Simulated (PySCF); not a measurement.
Method: PySCF 2.14.0 with B3LYP-D3(BJ)/def2-TZVP // r2SCAN-D4/def2-SVP. Gas-phase values, no solvent. B3LYP has the VWN-RPA correlation part, as in Gaussian. 

Reference species (SMILES): `[OH]` (neutral, multiplicity 2).

```json
{
 "highest_occupied_spin_orbital": "-8.84 eV",
 "dipole_moment": "1.77 D"
}
```

Changed species: `C[N]C` (free radical N(CH3)2; the reference has free radical OH).

Problem. What does the change do to the highest occupied spin orbital and dipole moment?

Solution. the highest occupied spin orbital goes up by 1.98 eV, to -6.86 eV; the dipole moment decreases by 0.04 D, to 1.73 D.
